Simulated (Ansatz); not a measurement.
# CH6BN: vertical ionisation energy

An exercise on one series of results from a longer session: the logs are not shown, and one member is left open.

Method: unrestricted cation, the program's frozen cores in correlated methods; program: Ansatz 0.2.0, Gaussian basis.

Levels to be run: UKS PBE-D4/def2-TZVPP; UKS r2SCAN-D4/def2-TZVPP; UKS PBE0-D4/def2-TZVPP; UKS B3LYP-D4/def2-TZVPP; UKS wB97X-V/def2-TZVPP; UKS wB97M-V/def2-TZVPP; UKS B2PLYP/def2-TZVPP; UHF-MP2/def2-TZVPP; UHF-MP2/def2-QZVPP; then −ε(HOMO) from the neutral's earlier runs with LDA (SPW92), PBE-D4, revPBE-D4, BLYP-D4, r2SCAN-D4, B97M-V, PBE0-D4, B3LYP-D4, r2SCANh-D4, r2SCAN0-D4, HSE06-D4, BHLYP-D4, CAM-B3LYP-D4, LC-ωPBE, ωB97X-V, ωB97M-V.

1 further run of the same task is left out (it didn't finish).

## The geometry

An earlier PBE0-D4 in a triple-zeta def2 set relaxation fixed the geometry.

9 atoms, charge 0, spin multiplicity 1.

Atoms are counted from 1 here; the program's logs count them from 0.

Bond lengths: B1–C2 1.540 Å, B1–H4 1.223 Å, B1–H5 1.216 Å, B1–H6 1.224 Å, C2–N3 1.302 Å, C2–H7 1.092 Å, N3–H8 1.009 Å, N3–H9 1.011 Å. Angles: C2–B1–H4 105.4°, C2–B1–H5 111.8°, C2–B1–H6 104.5°, H4–B1–H5 114.8°, H4–B1–H6 104.9°, H5–B1–H6 114.5°, B1–C2–N3 125.1°, B1–C2–H7 122.0°, N3–C2–H7 112.9°, C2–N3–H8 123.8°, C2–N3–H9 118.3°, H8–N3–H9 117.9°.

The first run:

The input, in.yaml:

```yaml
crystal:
  periodic: [false, false, false]
  atoms:
    - {symbol: B, position_ang: [0.225737, 1.036774, -0.458460]}
    - {symbol: C, position_ang: [0.278024, -0.460990, -0.102543]}
    - {symbol: N, position_ang: [-0.521655, -1.061204, 0.731481]}
    - {symbol: H, position_ang: [1.353707, 1.459663, -0.246749]}
    - {symbol: H, position_ang: [-0.657219, 1.614031, 0.146173]}
    - {symbol: H, position_ang: [0.105751, 1.059065, -1.676846]}
    - {symbol: H, position_ang: [1.012428, -1.136284, -0.547533]}
    - {symbol: H, position_ang: [-0.473629, -2.045579, 0.945653]}
    - {symbol: H, position_ang: [-1.234644, -0.511776, 1.191624]}
basis:
  gaussian: {orbitals: def2-TZVPP}
total_charge: 1
magnetization: {spin_polarized: true, initial_magnetization: 1}
hamiltonian: {xc: pbe, dispersion: d4}
```

Command:

```
ansatz run in.yaml --threads 2 --pin off --events-out ev --progress --plain --max-ram 4352MiB
```

Steps of the session up to this table: Cation, UKS PBE-D4/def2-TZVPP; Cation, UKS r2SCAN-D4/def2-TZVPP; Cation, UKS PBE0-D4/def2-TZVPP; Cation, UKS B3LYP-D4/def2-TZVPP; Cation, UKS wB97X-V/def2-TZVPP; Cation, UKS wB97M-V/def2-TZVPP; Cation, UKS B2PLYP (frozen core)/def2-TZVPP; Cation, UHF-MP2/def2-TZVPP; Cation, UHF-MP2/def2-QZVPP.

One of the session's tables, all rows but one given; the rest of the session is left out.

It belongs to the step «Ionisation energies side by side». For comparison, −ε(HOMO) of the neutral from earlier runs:

| functional | −ε(HOMO) (eV) |
| --- | --- |
| LDA (SPW92) | 6.71 |
| PBE-D4 | 6.62 |
| revPBE-D4 | 6.58 |
| BLYP-D4 | 6.52 |
| r2SCAN-D4 | 6.89 |
| B97M-V | 6.95 |
| PBE0-D4 | ? |
| B3LYP-D4 | 7.62 |
| r2SCANh-D4 | 7.32 |
| r2SCAN0-D4 | 7.98 |
| HSE06-D4 | 7.40 |
| BHLYP-D4 | 8.94 |
| CAM-B3LYP-D4 | 9.15 |
| LC-ωPBE | 10.46 |
| ωB97X-V | 10.13 |
| ωB97M-V | 9.99 |

Q: Estimate the row for PBE0-D4 from the others.

As computed: −ε(HOMO) (eV): 7.80. In the column «−ε(HOMO) (eV)» it lies between B3LYP-D4 (7.62) and r2SCAN0-D4 (7.98).

Caveats from the session: The cation may have settled in a state other than its lowest; no search over hole states beyond the program's own was made.
